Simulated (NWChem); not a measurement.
System: hydrogen cyanide (CHN); SMILES C#N

NWChem input:

```
start job
memory heap 200 mb stack 900 mb global 1100 mb
geometry units angstroms noautoz
  C      0.000000     0.000000    -0.492458
  N      0.000000     0.000000     0.653160
  H      0.000000     0.000000    -1.561126
end
basis spherical
  C library def2-svp
  N library def2-svp
  H library def2-svp
end
dft
  xc n12
  iterations 150
  mulliken
end
task dft energy
```

The geometry was optimised at PBE0-D3(BJ)/def2-TZVP.

Problem. Give the results of this calculation. (N12/def2-SVP.) Quantities: energy (Ha); highest occupied level (eV); orbital gap (eV); dipole (D).

Solution. 
```json
{
  "energy (Ha)": "-93.33",
  "highest occupied level (eV)": "-8.70",
  "orbital gap (eV)": "8.37",
  "dipole (D)": "2.77"
}
```
